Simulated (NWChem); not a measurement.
# One shape, several levels: MgCl2 (SMILES [Cl][Mg][Cl])

We compute a comparison of 4 runs (HF/STO-3G, HF/3-21G, B3LYP/6-31G*) of MgCl2. 

Program for the calculation: NWChem 7.3.0.

1 further run of the same task is left out (it didn't finish).

**1. The molecule**

MgCl2: 3 atoms, total charge 0, spin state singlet. As SMILES, `[Cl][Mg][Cl]`. The shape is that of a PBE0-D4/def2-TZVP optimisation.

Bond lengths: Cl1–Mg2 2.169 Å, Mg2–Cl3 2.169 Å. Angles: Cl1–Mg2–Cl3 179.9°.

**2. Energy and gradient at HF/STO-3G (run 1)**

File test.nw:

```
start test
memory total 2200 mb
geometry units angstrom noautosym nocenter noautoz
 Cl     0.464200     2.042800     0.469200
 Mg    -0.005100    -0.021200    -0.004700
 Cl    -0.470100    -2.086400    -0.477600
end
basis "ao basis" spherical bse
 * library STO-3G
end
scf
 thresh 1e-08
 maxiter 80
 print low
end
task scf gradient
```

Launch:

```bash
$ nwchem test.nw > test.out
```

The program printed:

```text
[...]
  functions       =    27
[...]
  wavefunction    = RHF
[...]
         Total SCF energy =  -1106.503359692061
      One-electron energy =  -1808.654275002784
      Two-electron energy =    567.360933286633
 Nuclear repulsion energy =    134.789982024089
        Time for solution =      0.3s
[...]
                         RHF ENERGY GRADIENTS
    atom               coordinates                        gradient
                 x          y          z           x          y          z
   1 Cl      0.877211   3.860332   0.886659    0.006551   0.028728   0.006601
   2 Mg     -0.009638  -0.040062  -0.008882   -0.000097   0.000026  -0.000023
   3 Cl     -0.888360  -3.942724  -0.902533   -0.006455  -0.028754  -0.006579
 Task  times  cpu:        0.4s     wall:        0.4s
 Total times  cpu:        0.4s     wall:        0.4s
```

Run time: 0.98 s. Hardware: 1 thread of AMD EPYC 9R45 (Zen 5), shared host; peak memory 0.099 GiB.

**3. Energy and forces at HF/3-21G (run 2)**

File calc.nw:

```
start calc
title "Cl2Mg"
memory 2200 mb
geometry noautosym nocenter noautoz
 Cl     0.464200     2.042800     0.469200
 Mg    -0.005100    -0.021200    -0.004700
 Cl    -0.470100    -2.086400    -0.477600
end
basis "ao basis" spherical bse
 Cl library 3-21G
 Mg library 3-21G
end
scf
 thresh 1e-08
 maxiter 80
 print medium
end
task scf gradient
```

Launch:

```bash
$ nwchem calc.nw > calc.out
```

The program printed:

```text
[...]
  functions       =    39
[...]
  wavefunction    = RHF
[...]
         Total SCF energy =  -1113.240269018713
      One-electron energy =  -1813.316074084465
      Two-electron energy =    565.285823041663
 Nuclear repulsion energy =    134.789982024089
        Time for solution =      0.4s
[...]
                         RHF ENERGY GRADIENTS
    atom               coordinates                        gradient
                 x          y          z           x          y          z
   1 Cl      0.877211   3.860332   0.886659   -0.004807  -0.021231  -0.004869
   2 Mg     -0.009638  -0.040062  -0.008882    0.000005  -0.000002   0.000001
   3 Cl     -0.888360  -3.942724  -0.902533    0.004802   0.021233   0.004868
[...]
```

Run time: 1 s. Hardware: 1 thread of AMD EPYC 9R45 (Zen 5), shared host; peak memory 0.099 GiB.

Run 3 isn't shown in full; the table further down has it.

**4. Energy and gradient at B3LYP/6-31G(d) (Cartesian functions) (run 4)**

File calc.nw:

```
start calc
title "Cl2Mg"
memory stack 880 mb heap 220 mb global 1100 mb

geometry units atomic noautosym nocenter noautoz
  Cl   0.87721087   3.86033253   0.88665950
  Mg  -0.00963760  -0.04006219  -0.00888171
  Cl  -0.88836025  -3.94272459  -0.90253320
end

basis "ao basis"
  * library 6-31G*
end

dft
  xc b3lyp
  grid xfine
  convergence energy 1e-08
  iterations 100
  mulliken
end

task dft gradient
```

Launch:

```bash
$ nwchem calc.nw > calc.out
```

The program printed:

```text
[...]
          Wavefunction type:  closed shell.
          No. of atoms     :     3
          No. of electrons :    46
[...]
          Charge           :     0
          Spin multiplicity:     1
[...]
          AO basis - number of functions:    57
[...]
              XC Information
              --------------
                         B3LYP Method XC Potential
                     Hartree-Fock (Exact) Exchange  0.200
                        Slater Exchange Functional  0.800 local
                    Becke 1988 Exchange Functional  0.720 non-local
              Lee-Yang-Parr Correlation Functional  0.810
                  VWN I RPA Correlation Functional  0.190 local
[...]
 d= 0,ls=0.0,diis     1  -1120.5846300603 -1.26D+03  2.31D-02  5.03D-01     0.7
[...]
 d= 0,ls=0.0,diis     8  -1120.6304019708 -7.09D-11  5.93D-08  3.94D-12     3.7
         Total DFT energy =    -1120.630401970842
      One electron energy =    -1819.926568917372
           Coulomb energy =      637.645517318924
    Exchange-Corr. energy =      -73.139322570785
 Nuclear repulsion energy =      134.789972198391
[...]
      Total Density - Mulliken Population Analysis
     ---------------------------------------------
    Atom       Charge   Shell Charges
 -----------   ------   -------------------------------------------------------
    1 Cl  17    17.26   2.00  1.99  5.97  1.45  3.62  0.52  1.74 -0.04
    2 Mg  12    11.48   2.00  1.99  5.96  0.59  0.65  0.03  0.04  0.22
    3 Cl  17    17.26   2.00  1.99  5.97  1.45  3.62  0.52  1.74 -0.04
[...]
  wavefunction    = closed shell
                         DFT ENERGY GRADIENTS
    atom               coordinates                        gradient
                 x          y          z           x          y          z
   1 Cl      0.877211   3.860333   0.886660   -0.001347  -0.006005  -0.001374
   2 Mg     -0.009638  -0.040062  -0.008882   -0.000022   0.000006  -0.000005
   3 Cl     -0.888360  -3.942725  -0.902533    0.001369   0.006000   0.001379
[...]
```

It took 5.7 s on 1 thread of AMD EPYC 9R45 (Zen 5), shared host; peak memory 0.12 GiB.

**5. All runs side by side**

```csv
run,level,iteration cap,module,energy (Eh),largest force (eV/Å),wall time
1,HF/STO-3G,80,scf,-1106.503360,1.553,0.98 s
2,HF/3-21G,80,scf,-1113.240269,1.147,1 s
3,B3LYP/6-31G* (spherical functions),100,dft,-1120.622861,0.332,5.1 s
4,B3LYP/6-31G* (Cartesian functions),100,dft,-1120.630402,0.324,5.7 s
```

**6. What came out**

| quantity | value |
| --- | --- |
| run 4: total energy | -1120.63040 Eh |
| run 4: dipole moment | 0.01 D |
| run 4: HOMO energy | -8.64 eV |
| run 4: LUMO energy | -2.06 eV |
| run 4: HOMO–LUMO gap | 6.58 eV |
| run 4: largest force on an atom | 0.324 eV/Å |

**Reading.** In run 1 the basis is minimal, so the values are rough. All runs together took 13 s, the longest 5.7 s.
